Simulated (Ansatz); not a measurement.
## Cd2P3I (C2/c, No. 15; cell taken from a computed entry)

The numbers are results of PBE0 (Ansatz, a quantum-chemistry and plane-wave program, PAW), not measurements.

Numerical settings: plane-wave cutoff 460 eV, 4×4×4 k mesh, Fermi–Dirac smearing 0.01 eV, scalar-relativistic PAW data made under PBE.

Cell: relaxed with PBEsol: a = 8.207 Å, b = 9.252 Å, c = 7.473 Å, α = γ = 90.00°, β = 99.69°.

```json
{
  "band_gap": "2.47 eV",
  "smallest_direct_gap_on_the_k_points_sampled": "2.99 eV",
  "direct gap at Γ": "3.46 eV"
}
```

Note: cell and atoms aren't relaxed at this level (largest force component 0.27 eV/Å, pressure 1.7 GPa).

Spin–orbit coupling is not included; with these elements it can move the gap by several tenths of an eV or more.
